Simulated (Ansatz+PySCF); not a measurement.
A calculation with Ansatz (development build ahead of 0.2.0).

```yaml
crystal:
  periodic: [false, false, false]
  atoms:
    - { symbol: B, position_ang: [0.0, 0.0, 0.0] }
    - { symbol: H, position_ang: [1.11001, 0.0, 0.0] }
    - { symbol: H, position_ang: [-0.55501, 0.9613, 0.0] }
    - { symbol: H, position_ang: [-0.55501, -0.9613, 0.0] }
basis:
  gaussian: { orbitals: def2-SVP }
hamiltonian:
  xc: hf
correlation:
  method: mp2
  frozen_orbitals: { B: 1, H: 0 }
scf:
  omitted_lower_state_checks: [stability, starts, atomic_configurations, cluster_reference, orbital_swaps, given_window_search, neighbouring_geometries, increment]
```

The input is written out in the form of the current development build from the run's settings.

The run gave:

```
Converged                                                          : yes
Reference energy                                                   : -26.35781 hartree
Correlation energy                                                 : -0.09182 hartree
Total energy                                                       : -26.44962 hartree
Spin squared of the determinant                                    : 0.000
Occupied orbitals by symmetry in an Abelian subgroup (alpha; beta) : 3 A1 1 B2; 3 A1 1 B2
```
